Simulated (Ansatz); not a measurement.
Energy needed to pull apart BSiNH6 (SMILES B[SiH2]N), singlet, into free ground-state atoms, from the structure below (at a frame of a short PBE0-D4/def2-SVP trajectory); no zero-point or spin–orbit terms; open-shell atoms are treated unrestricted, in their ground-state multiplicity.

B1  (-1.049, 0.803, -1.038)
Si2  (0.552, 0.236, -0.003)
N3  (0.337, -1.185, 0.896)
H4  (-2.196, 0.431, -0.935)
H5  (-0.978, 1.555, -1.969)
H6  (0.929, 1.432, 0.780)
H7  (1.691, -0.028, -0.875)
H8  (1.088, -1.884, 0.888)
H9  (-0.410, -1.498, 1.527)
(Å)

Program: Ansatz 0.2.0. Basis: def2-TZVPP. Cores are frozen in the correlated methods.

| method | atomization energy (kJ/mol) |
| --- | --- |
| PBE-D4 | 2846 |
| r2SCAN-D4 | 2834 |
| PBE0-D4 | 2821 |
| wB97M-V | ? |
| HF | ? |
| MP2 | 2758 |
| CCSD | 2730 |
| CCSD(T) | 2757 |

Task: What does wB97M-V give? (To be estimated.)

Result: The calculation gives: 2852 kJ/mol, which is about 96 kJ/mol more than CCSD(T)/def2-TZVPP.

Task: What does HF give? (To be estimated.)

Result: The calculation gives: 2105 kJ/mol, which is about 652 kJ/mol less than CCSD(T)/def2-TZVPP.

In triple zeta the MP2 and coupled-cluster atomization energies are still short of their basis limit by a few kcal/mol a bond, whereas those of the functionals are nearly converged, so these differences are not deviations from converged CCSD(T).

No T1 diagnostic of these runs exceeds 0.011.

For scale, one of the runs: CCSD(T)/def2-TZVPP forces, 188 basis functions, launched by `ansatz run in.yaml --threads 2 --pin off --events-out ev --progress --plain --max-ram 3481MiB`. Hardware: 2 CPU threads of an Intel Xeon Platinum 8488C, shared host. Wall time 4 min; peak host memory 2 GiB.
